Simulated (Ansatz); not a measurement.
# Cl2H2Si: the cost of one run

All numbers below are computed with Ansatz 0.2.0 (RKS BLYP-D4/def2-SVP).

## 1. Starting point

Bond lengths: Si1–H2 1.460 Å, Si1–Cl3 2.130 Å, Si1–Cl4 2.128 Å, Si1–H5 1.459 Å. Angles: H2–Si1–Cl3 109.4°, H2–Si1–Cl4 109.5°, H2–Si1–H5 109.5°, Cl3–Si1–Cl4 109.5°, Cl3–Si1–H5 109.5°, Cl4–Si1–H5 109.5°.

Structure file:

```xyz
5

Si    0.0000    0.0000    0.0000
H     0.0000    0.0000    1.4600
Cl    2.0086    0.0000   -0.7093
Cl   -1.0032    1.7381   -0.7093
H    -0.6877   -1.1914   -0.4862
```

## 2. Preparing the start

Contents of input.yaml:

```yaml
crystal:
  periodic: [false, false, false]
  atoms:
    - { symbol: Si, position_ang: [0.0, 0.0, 0.0] }
    - { symbol: H, position_ang: [0.0, 0.0, 1.46] }
    - { symbol: Cl, position_ang: [2.0086, 0.0, -0.7093] }
    - { symbol: Cl, position_ang: [-1.0032, 1.7381, -0.7093] }
    - { symbol: H, position_ang: [-0.6877, -1.1914, -0.4862] }
basis:
  gaussian: { orbitals: def2-SVP }
hamiltonian:
  xc: blyp
  dispersion: d4
relax:
  f_tol: 0.02
  max_steps: 40
output:
  orbitals: {}
```

The run is started by

```bash
$ ansatz run input.yaml --threads 1 --pin off --max-ram 2048MiB --backend cpu --events-out ev --progress --plain --runs-dir out
```

Q: Estimate wall time and peak memory on 1 thread of Intel Xeon 6975P-C (Granite Rapids), shared host.

About 4.1 s, with a peak of 0.12 GiB.
